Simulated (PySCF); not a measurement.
Gas-phase reaction: 2 AlHCl2 + 2 F ⇌ 2 AlCl2F + H2

Computed with PySCF and rigid-rotor harmonic-oscillator thermochemistry at 1 bar. † marks an energy on the PBE0/def2-TZVP geometry and frequencies; other levels use their own. Open shells (unrestricted): F (multiplicity 2); the rest are closed-shell singlets. Spin-orbit splitting is ignored; it lowers the true energy and changes the entropy of F. B3LYP is the form with VWN-RPA correlation. AlHCl2: computed as isolated molecules; such fragments, hydroxides, amides, oligomers or adducts are transient or little studied in the gas.

B3LYP/def2-TZVP† gives ΔH°(298 K) = -997 kJ.

Problem. What do M06-2X/def2-TZVP†, PBE0/def2-TZVP, LDA/def2-TZVP† give?

Solution. M06-2X/def2-TZVP†: -1025 kJ; PBE0/def2-TZVP: -984 kJ; LDA/def2-TZVP†: -1157 kJ. For scale, ΔH°(298 K) is -997 kJ at this level, -1008 kJ at ωB97M-V/def2-TZVP†, and runs from -1157 to -728 kJ over the 20 levels computed.
